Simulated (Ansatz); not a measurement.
# C4H9: the cost of one run

Program: Ansatz 0.2.0, Gaussian basis. Level of theory: the settings change from run to run. These are calculated values, not measurements.

**1. The relaxed structure**

The geometry comes from an earlier relaxation with PBE0-D4 in a triple-zeta def2 set; it is a stationary point, not always the lowest conformer.

SMILES `C[CH]CC`, 13 atoms, charge 0, spin multiplicity 2.

Atoms are counted from 1 here; the program's logs count them from 0.

Bond lengths: C1–C2 1.481 Å, C1–H5 1.092 Å, C1–H6 1.102 Å, C1–H7 1.096 Å, C2–C3 1.483 Å, C2–H8 1.086 Å, C3–C4 1.520 Å, C3–H9 1.104 Å, C3–H10 1.099 Å, C4–H11 1.092 Å, C4–H12 1.093 Å, C4–H13 1.093 Å. Angles: C2–C1–H5 112.1°, C2–C1–H6 111.9°, C2–C1–H7 111.5°, H5–C1–H6 107.0°, H5–C1–H7 108.1°, H6–C1–H7 106.0°, C1–C2–C3 121.1°, C1–C2–H8 119.2°, C3–C2–H8 118.5°, C2–C3–C4 113.8°, C2–C3–H9 109.7°, C2–C3–H10 109.4°, C4–C3–H9 109.1°, C4–C3–H10 110.0°, H9–C3–H10 104.5°, C3–C4–H11 111.5°, C3–C4–H12 110.9°, C3–C4–H13 110.9° and more.

Coordinates:

| atom | x (Å) | y (Å) | z (Å) |
| --- | --- | --- | --- |
| C1 | -0.7165 | 1.8548 | 0.1502 |
| C2 | -0.2585 | 0.4950 | 0.5154 |
| C3 | 0.1522 | -0.4790 | -0.5244 |
| C4 | 0.7940 | -1.7386 | 0.0346 |
| H5 | -0.7955 | 2.5096 | 1.0201 |
| H6 | -1.7073 | 1.8390 | -0.3318 |
| H7 | -0.0380 | 2.3264 | -0.5704 |
| H8 | -0.4223 | 0.1344 | 1.5264 |
| H9 | -0.7218 | -0.7600 | -1.1380 |
| H10 | 0.8379 | 0.0096 | -1.2311 |
| H11 | 1.0694 | -2.4341 | -0.7610 |
| H12 | 1.6975 | -1.4983 | 0.6004 |
| H13 | 0.1090 | -2.2587 | 0.7096 |

**2. B3LYP/x2c-TZVPPall**

This run has D3(BJ) with three-body dispersion.

Contents of in.yaml:

```yaml
crystal:
  periodic: [false, false, false]
  atoms:
    - {symbol: C, position_ang: [-0.716515, 1.854834, 0.150188]}
    - {symbol: C, position_ang: [-0.258472, 0.495004, 0.515447]}
    - {symbol: C, position_ang: [0.152200, -0.479042, -0.524370]}
    - {symbol: C, position_ang: [0.793981, -1.738570, 0.034568]}
    - {symbol: H, position_ang: [-0.795465, 2.509562, 1.020147]}
    - {symbol: H, position_ang: [-1.707279, 1.838974, -0.331799]}
    - {symbol: H, position_ang: [-0.038046, 2.326352, -0.570425]}
    - {symbol: H, position_ang: [-0.422302, 0.134436, 1.526358]}
    - {symbol: H, position_ang: [-0.721837, -0.760037, -1.137950]}
    - {symbol: H, position_ang: [0.837866, 0.009596, -1.231070]}
    - {symbol: H, position_ang: [1.069404, -2.434134, -0.761036]}
    - {symbol: H, position_ang: [1.697466, -1.498304, 0.600370]}
    - {symbol: H, position_ang: [0.108990, -2.258680, 0.709582]}
basis:
  gaussian: {orbitals: x2c-TZVPPall}
magnetization: {spin_polarized: true, initial_magnetization: 1}
hamiltonian: {xc: {name: B3LYP}, dispersion: d3bjatm}
output: {forces: true}
```

The run is started by

```bash
$ ansatz run in.yaml --threads 4 --pin off --events-out ev --progress --plain --max-ram 10444MiB
```

Q: Estimate wall time and peak memory on 4 threads of Arm Neoverse V1, shared host.

About 4.7 s, with a peak of 0.7 GiB.
